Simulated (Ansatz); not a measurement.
# CH7NSi: how energies converge with the basis set

Aim: see how fast density functionals converge with the basis set for CH7NSi.

Computed with Ansatz 0.2.0, Gaussian basis. Level: one geometry, several basis sets.

The runs, in order: PBE0-D4/def2-SVP; ωB97M-V/def2-SVP; PBE0-D4/def2-QZVPP; ωB97M-V/def2-QZVPP; the functionals' def2-TZVPP values are taken from earlier runs.

### Step 1. The geometry

All runs share one geometry, relaxed beforehand with PBE0-D4 in a triple-zeta def2 set.

SMILES `NC[SiH3]`, 10 atoms, charge 0, spin multiplicity 1.

Atoms are counted from 1 here; the program's logs count them from 0.

Bond lengths: N1–C2 1.458 Å, N1–H4 1.012 Å, N1–H5 1.012 Å, C2–Si3 1.883 Å, C2–H6 1.095 Å, C2–H7 1.102 Å, Si3–H8 1.490 Å, Si3–H9 1.485 Å, Si3–H10 1.489 Å. Angles: C2–N1–H4 110.9°, C2–N1–H5 111.3°, H4–N1–H5 107.1°, N1–C2–Si3 110.1°, N1–C2–H6 108.8°, N1–C2–H7 115.0°, Si3–C2–H6 107.0°, Si3–C2–H7 109.4°, H6–C2–H7 106.2°, C2–Si3–H8 109.4°, C2–Si3–H9 111.0°, C2–Si3–H10 110.0°, H8–Si3–H9 108.6°, H8–Si3–H10 108.5°, H9–Si3–H10 109.3°.

### Step 2. PBE0-D4 in def2-SVP

in.yaml reads:

```yaml
crystal:
  periodic: [false, false, false]
  atoms:
    - {symbol: N, position_ang: [-1.304451, 0.523252, -0.537141]}
    - {symbol: C, position_ang: [0.143619, 0.583329, -0.376313]}
    - {symbol: Si, position_ang: [0.717243, -0.746708, 0.827504]}
    - {symbol: H, position_ang: [-1.586760, -0.361350, -0.939366]}
    - {symbol: H, position_ang: [-1.636303, 1.251546, -1.156883]}
    - {symbol: H, position_ang: [0.409640, 1.550304, 0.064318]}
    - {symbol: H, position_ang: [0.719706, 0.502924, -1.312094]}
    - {symbol: H, position_ang: [0.237295, -2.077478, 0.358747]}
    - {symbol: H, position_ang: [0.178303, -0.501442, 2.189645]}
    - {symbol: H, position_ang: [2.204708, -0.775377, 0.884482]}
basis:
  gaussian: {orbitals: def2-SVP}
hamiltonian: {xc: pbe0, dispersion: d4}
output: {orbitals: {seedname: orbitals}}
```

The run is started by

```
$ ansatz run in.yaml --threads 2 --pin off --events-out ev --progress --plain --max-ram 4352MiB
```

The runs that follow: ωB97M-V in def2-SVP; PBE0-D4 in def2-QZVPP; ωB97M-V in def2-QZVPP.

Q: Predict the results of all the runs planned. Wanted: PBE0-D4: double and triple zeta above quadruple; ωB97M-V: double and triple zeta above quadruple.

**Answer**, as computed:

| quantity | value |
| --- | --- |
| PBE0-D4: double and triple zeta above quadruple | 6.26, 0.44 eV |
| ωB97M-V: double and triple zeta above quadruple | 6.44, 0.42 eV |

PBE0-D4 gains 5.83 eV from double to triple zeta, then 0.44 eV more. These are total energies; as a rule much of such shifts cancels in differences, which this series doesn't test. The LUMO of ωB97M-V is positive and keeps falling with the basis (2.97 to 1.59 eV): an unbound level that the basis holds in place.
